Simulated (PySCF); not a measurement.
## Chlorine: a sound run and one with changed settings

Sound run: Cl [Ne] 3s2 3p5, Cl⁺ [Ne] 3s2 3p4. Calculation: PySCF 2.14, in 6-31G* (4s3p1d, 18 functions); the non-relativistic Hamiltonian (point nucleus). In the sound run the correlated levels freeze [Ne]. The sound run starts from symmetry-adapted Hartree-Fock orbitals and uses a fine grid where one is needed.

Changed run: a valence shell is frozen. This setting is unsound on purpose.

```csv
species,method,sound run (hartree),changed run (hartree),converged
Cl,MP2,-459.54926,-459.51220,yes
Cl,CCSD(T),-459.56747,-459.52223,yes
Cl⁺,MP2,-459.09745,-459.05351,yes
Cl⁺,CCSD(T),-459.11733,-459.06226,yes
```

Ionisation energy of Cl:

```
 method  sound run (eV)  changed run (eV)
    UHF          11.782            11.782
    MP2          12.294            12.482
SCS-MP2          12.276            12.536
   CCSD          12.239            12.503
CCSD(T)          12.249            12.516
```

Freezing a valence shell removes pair correlation that changes on ionisation.

For comparison, NIST gives 12.968 eV between the lowest levels.
